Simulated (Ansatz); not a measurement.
# C3H6 (singlet): from Hartree-Fock to the top rungs, cc-pVQZ

One table from this session's results is given with a row withheld; the runs are named, their logs left out.

Program: Ansatz 0.2.0, Gaussian basis. Level of theory: cc-pVQZ, core rule «outside noble gas», up to 3 orbitals frozen. These are calculated values, not measurements.

Plan: UHF; CCSD(T) on RHF; BCCD(T) on RHF.

14 further runs of the same task are left out: 1 that didn't finish, 13 set aside as unsound or not needed.

### What is computed

The geometry is an MP2(full)/6-31G* stationary point (not a proven minimum).

9 atoms, charge 0, spin multiplicity 1.

Atoms are counted from 1 here; the program's logs count them from 0.

Bond lengths: C1–C2 1.337 Å, C1–H3 1.086 Å, C1–H4 1.085 Å, C2–H5 1.089 Å, C2–C6 1.498 Å, C6–H7 1.093 Å, C6–H8 1.095 Å, C6–H9 1.095 Å. Angles: C2–C1–H3 121.6°, C2–C1–H4 121.7°, H3–C1–H4 116.7°, C1–C2–H5 119.0°, C1–C2–C6 124.6°, H5–C2–C6 116.5°, C2–C6–H7 111.1°, C2–C6–H8 111.1°, C2–C6–H9 111.1°, H7–C6–H8 108.2°, H7–C6–H9 108.2°, H8–C6–H9 107.0°.

The first run:

in.yaml

```yaml
crystal:
  periodic: [false, false, false]
  atoms:
    - {symbol: C, position_ang: [1.269817, 0.116606, 0.000000]}
    - {symbol: C, position_ang: [-0.021473, 0.462083, 0.000000]}
    - {symbol: H, position_ang: [1.579687, -0.924496, 0.000000]}
    - {symbol: H, position_ang: [2.059327, 0.860261, 0.000000]}
    - {symbol: H, position_ang: [-0.284694, 1.519022, 0.000000]}
    - {symbol: C, position_ang: [-1.161230, -0.509417, 0.000000]}
    - {symbol: H, position_ang: [-0.798332, -1.540367, 0.000000]}
    - {symbol: H, position_ang: [-1.797013, -0.369937, 0.880420]}
    - {symbol: H, position_ang: [-1.797013, -0.369937, -0.880420]}
basis:
  gaussian: {orbitals: cc-pVQZ}
magnetization: {spin_polarized: true, initial_magnetization: 0}
hamiltonian: {xc: hf}
output: {orbitals: {seedname: orbitals}}
```

On the command line:

```sh
$ ansatz run in.yaml --threads 1 --pin off --events-out ev --progress --plain --max-ram 4096MiB --backend cpu
```

Among the steps run: UHF; CCSD(T) on RHF; BCCD(T) on RHF.

One of the session's tables, all rows but one given; the rest of the session is left out.

```
  method  from RCCSD(T) (meV)
     RHF             +16148.3
    RMP2                    ?
   RCCSD               +669.2
RCCSD(T)                    0
 BCCD(T)                 -3.2
```

Q: Estimate the row for RMP2 from the others.

**Answer.** from RCCSD(T) (meV): +1423.8. In the column «from RCCSD(T) (meV)» it lies between RCCSD (+669.2) and RHF (+16148.3).

With the free atoms at the same levels and basis (separate runs), the atomisation energy is 36.947 eV at RCCSD(T), 28.409 eV at RHF.
